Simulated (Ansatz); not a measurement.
We consider bcc Ba, described by PBEsol in Ansatz (PAW).

Numerical settings: plane-wave cutoff 500 eV, 20×20×20 k mesh, Fermi–Dirac smearing 0.1 eV, scalar-relativistic PAW data made under PBE.

Computed at the level's own relaxed cell.

Task: Give the computed volume per atom and lattice parameter a.

Result: 
- volume per atom: 57.93 Å³/atom
- lattice parameter a: 4.875 Å

Measured, for comparison: equilibrium volume per atom 62.31 Å³/atom (low-temperature or extrapolated to 0 K; zero-point anharmonic expansion removed; as tabulated in Csonka et al. (2009), arXiv:0903.4037); lattice constant a 4.995 Å (low-temperature or extrapolated to 0 K; zero-point anharmonic expansion removed, our sources range from 4.995 to 5.004; as tabulated in Csonka et al. (2009), arXiv:0903.4037). Computed (rounded) less measured: equilibrium volume per atom -7.0 %, lattice constant a -2.4 % (-2.4 % to -2.6 % over the range).

Spin–orbit coupling is not included.

Static lattice: no zero-point or thermal effects.

Computing time: about 70 core-seconds (a rough figure).

Ansatz is an electronic-structure program.
